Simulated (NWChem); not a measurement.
# sulfur dioxide (SO₂); SMILES O=S=O

Program: NWChem. Structure relaxed at the PBE0/def2-SVP level. Hybrids' shares of exact exchange are those that their runs print; pure functionals count as 0. The functionals differ in more than this share.

| row | share of exact exchange | orbital gap (eV) |
|---|---|---|
| PBE/def2-TZVP | 0.00 | 3.49 |
| PW91/def2-TZVP | 0.00 | 3.49 |
| TPSSh/def2-TZVP | 0.10 | 4.62 |
| B3LYP/def2-TZVP | 0.20 | 5.51 |
| B3PW91/def2-TZVP | 0.20 | 5.49 |
| MPW1K/def2-TZVP | 0.43 | withheld |

### Question
Fit a straight line of the last column on the one before it, predict the withheld value, and compare with the run.

### Answer

1. Means of the 5 shown rows: x = 0.100, y = 4.520. Slope Σ(x − x̄)(y − ȳ)/Σ(x − x̄)² = 0.4020/0.04000 = 10.05; intercept 3.515.
2. The shown rows scatter about the line by 0.050 (root mean square); the largest residual is +0.10, at TPSSh/def2-TZVP.
3. At x = 0.43 (MPW1K/def2-TZVP; beyond the shown range) the line gives 7.84.
4. The run gives 7.80, -0.04 from the line, 0.8 times the scatter.
